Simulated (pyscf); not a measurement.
H₃Si–Br + H• → SiH₄ + Br• (substitution at Si; doublet surface; Br–Si broken, H–Si formed). Structures and frequencies: ωB97X-D3(BJ)/def2-SVP in PySCF. Correlated levels are frozen-core, on RHF or UHF. ΔMP2 is the change of the MP2 total energy from the triple- to the quadruple-zeta basis. Energies in kJ/mol from the separated reactants.

```csv
level,barrier,reaction energy
ωB97X-D3(BJ)/def2-TZVP,43.3,+15.6
PBE/def2-TZVP,7.3,+16.4
B3LYP-D3(BJ)/def2-TZVP,17.7,-7.4
M06-2X/def2-TZVP,…,+1.7
CCSD/def2-TZVPP,56.7,-11.7
CCSD(T)/def2-TZVPP,50.8,-3.7
CCSD(T)/def2-TZVPP + ΔMP2(QZVPP),…,…
```

Some entries are withheld; supply them.


- M06-2X/def2-TZVP, barrier: 43.4
- CCSD(T)/def2-TZVPP + ΔMP2(QZVPP), barrier: 49.0
- CCSD(T)/def2-TZVPP + ΔMP2(QZVPP), reaction energy: +4.6

At PBE the saddle lies under the separated products, which points to a path from their complex (located at ωB97X-D3(BJ) alone), and parting the products costs more than the saddle. The same reactants have a lower exit, to •H₂Si–Br + H₂ (barrier +19.8 kJ/mol at ωB97M-D3(BJ), against +41.9 kJ/mol here). This is the saddle that the search found; another between the same sides may lie lower. The angle at the attacked Si is 146°. The CCSD(T) − MP2 part came from Ansatz, without density fitting, on the same reference. The frozen core leaves the outer d or s,p core shells of the metals and heavy elements correlated in the MP2 and CC values, and def2-TZVPP describes them poorly, which can shift differences by a few kcal/mol. Left out: the spin-orbit lowering of Br, which is large for Br, Se, Te and I. Elements up to Kr have no core potential and no relativistic terms here.
